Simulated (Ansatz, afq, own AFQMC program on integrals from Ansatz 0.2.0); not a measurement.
AFQMC on a folder of integrals that Ansatz 0.2.0 wrote.

```yaml
crystal:
  periodic: [false, false, false]
  atoms:
    - {symbol: C, position_ang: [0.002372, -0.004887, 0.004931]}
    - {symbol: H, position_ang: [0.367022, 0.745105, 0.752911]}
    - {symbol: H, position_ang: [-0.371827, -0.749932, 0.753139]}
    - {symbol: H, position_ang: [-0.397604, 0.819117, -0.826457]}
    - {symbol: H, position_ang: [0.374142, -0.756059, -0.738345]}
basis:
  gaussian: {orbitals: 6-31G}
total_charge: 1
magnetization: {spin_polarized: true, initial_magnetization: 1}
correlation: {method: ccsd_t, electrons: outside_noble_gas, hamiltonian_folder: ham}
```

```sh
$ ansatz run in.yaml --threads 1 --pin off --events-out ev --progress --plain --max-ram 16896MiB --backend cuda --devices 0, --max-vram 18GiB
```

Options of the walk:

```
--method phaseless --trial mp1 --walkers 80 --populations 1 --least-time 40 --time-step 0.02 --steps-per-block 5 --equilibration-blocks 60 --max-blocks 600 --target-error 0.00064 --factor-cut 1e-05 --start spin_pure --seed 6272 --release-times 0.2,0.4 --release-step 0.1 --release-every 10 --taylor-order 8
```

Times are imaginary, in 1/Eh. The walk had a cap of 60 s.

Output of the walk:

```
orbitals 16  electrons 4 3  factors 105 of 255
reference energy -39.72911075 Eh
CCSD correlation -0.10383698 Eh in 11 cycles, weight of the determinant in the CISD state 0.9471
energy of the start -39.812887 Eh
 block  time / (1/Eh)  mean weight  energy / Eh
     1     0.100  1.0034  -39.815815
     2     0.200  1.0009  -39.817673
     3     0.300  0.9971  -39.820030
     4     0.400  0.9960  -39.822333
     5     0.500  1.0021  -39.823618
     7     0.700  1.0005  -39.825324
     9     0.900  1.0031  -39.826461
    12     1.200  0.9999  -39.827842
    34     3.400  1.0049  -39.834544
    56     5.600  1.0048  -39.834598
    78     7.800  0.9980  -39.836466
   100    10.000  0.9978  -39.833415
   111    11.100  0.9962  -39.830292
   122    12.200  1.0051  -39.835008
   144    14.400  1.0017  -39.840295
   166    16.600  1.0045  -39.836519
   188    18.800  0.9989  -39.836868
   210    21.000  1.0036  -39.831398
   232    23.200  1.0032  -39.834557
   254    25.400  0.9996  -39.834453
   276    27.600  1.0034  -39.834887
   298    29.800  0.9996  -39.833500
   320    32.000  1.0051  -39.835965
   342    34.200  0.9998  -39.834934
   364    36.400  1.0002  -39.832768
   386    38.600  1.0075  -39.835949
   408    40.800  0.9995  -39.833432
   430    43.000  0.9957  -39.833836
   452    45.200  0.9974  -39.831171
blocks merged  error / Eh  count
     1  0.000116  400
     2  0.000151  200
     4  0.000194  100
     8  0.000241  50
    16  0.000266  25
    32  0.000298  12
released: time / (1/Eh)  energy / Eh  error  mean overlap
  0.20  -39.834401  0.000474  1.0053
  0.40  -39.834546  0.000327  1.0052
energy -39.834521 +/- 0.000266 Eh
(rows thinned)
```

The run passed its tests (sampling time, drift between the halves within three errors, error under three times the target), which doesn't prove that it has relaxed.

Against this walk (error 7.2 meV) on the same determinant: CCSD(T) 0.0 meV higher (within the noise), CCSDT(Q) 13.4 meV lower (within the noise), CCSDTQ 13.6 meV lower (within the noise), full CI 13.8 meV lower (within the noise), a separate phaseless walk with a CISD trial and standard settings 12.6 ± 7.4 meV lower (within the noise). The error is statistical and leaves out the bias of the constraint. Released to 0.40 1/Eh the energy moves by -1 ± 11 meV (both errors), within twice the noise.

Cautions: constraint bias not in the error; the time-step error isn't removed.

The walk took 26 s on 1 × NVIDIA H100 80GB HBM3 with 2 threads of AMD EPYC 7R13 Processor (Zen 3) (shared host) (the card was shared). The log's last line is the phaseless energy.

CCSDT and higher add their correlation energy to the determinant of the CCSD(T) run, since their own runs factorise the integrals more tightly (a shift of under 2 meV). A walk keeps the symmetry of its determinant, which the program's search chose and which needn't be the lowest solution, so a lower state of the same spin and another symmetry isn't excluded.
